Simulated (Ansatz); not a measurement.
Relaxation of BH5O2 (8 atoms, charge 0, multiplicity 1), to a largest force component of 0.03 eV/Å in at most 50 steps.

Level of theory: RKS LDA/def2-SVP in Ansatz 0.2.0.

```xyz
8
Properties=species:S:1:pos:R:3
B -0.218 0.468 -0.293
H -0.071 -0.172 2.012
H 0.834 -0.113 -0.507
O -1.435 -0.104 -0.457
H -1.383 -1.032 -0.744
O -0.150 1.795 0.071
H -1.049 2.159 0.188
H 0.069 0.529 1.876
```

Where does it end, and by what steps?

The forces met the threshold. The force dipped under the threshold on the way, but the program's further checks kept it going. After 30 steps the energy has fallen by 0.167 eV; H2 moved furthest, 1.82 Å.

| step | energy less start (eV) | largest force component (eV/Å) | accepted |
| --- | --- | --- | --- |
| 0 | 0.0000 | 2.029 | yes |
| 2 | -0.1280 | 0.219 | yes |
| 4 | -0.1427 | 0.083 | yes |
| 6 | -0.1364 | 0.756 | no |
| 8 | -0.1528 | 0.123 | yes |
| 10 | -0.1550 | 0.235 | yes |
| 12 | -0.1594 | 0.146 | yes |
| 14 | -0.1623 | 0.127 | yes |
| 16 | -0.1632 | 0.033 | yes |
| 18 | -0.1638 | 0.122 | no |
| 20 | -0.1647 | 0.089 | yes |
| 22 | -0.1654 | 0.053 | yes |
| 24 | -0.1647 | 0.241 | no |
| 26 | -0.1662 | 0.109 | yes |
| 28 | -0.1666 | 0.043 | no |
| 30 | -0.1670 | 0.013 | yes |

```xyz
8
Properties=species:S:1:pos:R:3
B -0.376 0.180 -0.609
H 0.508 0.914 3.354
H 0.648 -0.412 -0.914
O -1.531 0.080 -1.312
H -1.460 -0.512 -2.081
O -0.344 0.973 0.485
H -1.210 1.402 0.641
H 0.364 0.905 2.581
```

Time of the run: 26 s on 1 thread of Arm Neoverse V1, on a shared host, peak memory 0.1 GiB.
